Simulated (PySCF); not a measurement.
Compound: trifluoroacetaldehyde, C2HF3O.
SMILES: `O=CC(F)(F)F`

Vertical excitations from PySCF (density fitting, frozen core in the response, grid level 2 and gas phase unless stated; continuum runs use non-equilibrium linear response for the excitations) on a GFN2-xTB geometry. Reference run:

```
                              settings    S1, eV (f)    S2, eV (f)    S3, eV (f)    S4, eV (f)    S5, eV (f)    S6, eV (f)  T1, eV (Tamm–Dancoff)  mean α (au)
PBE0/def2-SVPD, full TDDFT, 8 singlets  4.16 (0.000)  8.33 (0.022)  8.57 (0.002)  8.71 (0.002)  9.03 (0.000)  9.21 (0.085)                   3.45         30.9
```

Problem. What do these settings give: B97-2/def2-SVPD, IEF-PCM water, energy threshold 1e-11 Eh, fitting basis def2-qzvpp-jkfit, full TDDFT, 1 singlet?

Solution. 
```tsv
settings	S1, eV (f)	S2, eV (f)	S3, eV (f)	S4, eV (f)	S5, eV (f)	S6, eV (f)	T1, eV (Tamm–Dancoff)	mean α (au)
B97-2/def2-SVPD, IEF-PCM water, energy threshold 1e-11 Eh, fitting basis def2-qzvpp-jkfit, full TDDFT, 1 singlet	4.31 (0.000)	–	–	–	–	–	3.71	37.6
```

S1 moves by +0.15 eV; functional and environment change together, so the shift can't be laid on one. States are counted by energy in each run and needn't keep their character from row to row.

Problem. Which orbital pairs make up S1 in each run, and how does it sit against the orbital gap?

Solution. 
```json
{"settings": "PBE0/def2-SVPD, full TDDFT, 8 singlets", "S1 configurations (weight)": "H→L 0.99", "S1 (eV)": "4.16", "orbital gap (eV)": "6.60", "S1 − gap (eV)": "-2.44"}
{"settings": "B97-2/def2-SVPD, IEF-PCM water, energy threshold 1e-11 Eh, fitting basis def2-qzvpp-jkfit, full TDDFT, 1 singlet", "S1 configurations (weight)": "H→L 0.99", "S1 (eV)": "4.31", "orbital gap (eV)": "6.33", "S1 − gap (eV)": "-2.02"}
```

Geometry: GFN2-xTB; no vibrations or thermal averaging.

Shape of the structure used: `[O:1]=[CH:2][C:3]([F:4])([F:5])[F:6]`: O1–C2–C3–F4 121°.
